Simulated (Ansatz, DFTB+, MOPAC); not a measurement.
# A ladder of methods for PO (Phosphorus monoxide)

PO, doublet, SMILES `O=[P]`. Each level relaxes the structure for itself.

Quantity: the harmonic wavenumber, in cm⁻¹. The values are calculated.

```tsv
level	kind	program	value (cm⁻¹)
DFTB2	semi-empirical	DFTB+	1259
MNDO	semi-empirical	MOPAC	1539
PM6	semi-empirical	MOPAC	1277
PM6-DH+	semi-empirical	MOPAC	1277
UPBE0-D4/def2-TZVP	global hybrid	Ansatz	1288
UMP2/MINI	perturbation theory	Ansatz	741
UMP2/LANL2DZ (core potential)	perturbation theory	Ansatz	4148
UMP2/MIDI	perturbation theory	Ansatz	669
UMP2/def2-mTZVP	perturbation theory	Ansatz	3758
```

Harmonic and unscaled. The values span 669 to 4148 cm⁻¹. Spin contamination of the reference (⟨S²⟩ at least 0.1 too high) touches UMP2/MINI, UMP2/MIDI.
